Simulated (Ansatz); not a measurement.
Reaction (ligand exchange at the Al–O bond): `[AlH2][O][AlH2]` + `BS` → `B[S][AlH2]` + `[OH][AlH2]`

Calculated with Ansatz (gas phase, PBE0-D4/def2-TZVP geometries, no zero-point term in ΔE). CCSD(T)/CBS is the MP2 limit (def2-TZVPP, def2-QZVPP) plus CCSD(T) − MP2 in def2-TZVPP, frozen cores. This one scheme is used for every species.

`[AlH2][O][AlH2]`:

```xyz
7

Al    0.984   -1.064   -0.853
O     0.003    0.003   -0.001
Al   -0.984    1.065    0.853
H     2.424   -1.382   -0.280
H     0.422   -1.701   -2.188
H    -0.919    2.605    0.496
H    -1.931    0.474    1.974
```

`BS`:

Cartesian coordinates in Å:
```
B -0.539 -0.074 -0.200
S 0.974 0.814 -0.007
H -1.375 0.462 -0.859
H -0.702 -1.140 0.303
H 1.642 -0.063 0.762
```

`B[S][AlH2]`:

Cartesian coordinates in Å:
```
B 1.040 -0.323 -1.095
S 0.804 1.086 -0.023
Al -0.974 0.403 1.088
H 0.312 -1.269 -1.051
H 1.955 -0.280 -1.859
H -1.598 -1.007 0.755
H -1.539 1.391 2.185
```

`[OH][AlH2]`:

```xyz
5

O    -0.823    0.737    0.510
Al    0.327   -0.153   -0.362
H    -1.159    0.469    1.364
H     0.896   -1.504    0.241
H     0.758    0.451   -1.753
```

| species | MP2/def2-SVP energy (Eh) |
| --- | --- |
| `[AlH2][O][AlH2]` | -561.22204 |
| `BS` | -424.05279 |
| `B[S][AlH2]` | -666.56038 |
| `[OH][AlH2]` | -318.68708 |

Q: Work out ΔE.

A: ΔE = (-666.56038) + (-318.68708) − (-561.22204) − (-424.05279) = 0.02737 Eh = +17.2 kcal/mol. CCSD(T)/CBS gives +13.9 kcal/mol.

Q: What do rigid-rotor, harmonic-oscillator terms from PBE0-D4/def2-TZVP frequencies (298.15 K, 1 bar) make of the CCSD(T)/CBS value? (Best estimate.)

A: The calculation gave: ΔZPE = +1.0 kcal/mol, ΔH = +14.8 kcal/mol, ΔS = 5 J/(mol·K), ΔG = +14.4 kcal/mol.

Largest T1 diagnostic among the species: 0.015.

In def2-TZVPP, CCSD(T) changes the Hartree–Fock value by −2.1 kcal/mol (the triples alone add −0.5 kcal/mol) and MP2 by −2.6 kcal/mol. At CCSD(T), def2-SVP lies +3.7 kcal/mol from the extrapolated value and def2-TZVPP +1.1 kcal/mol.
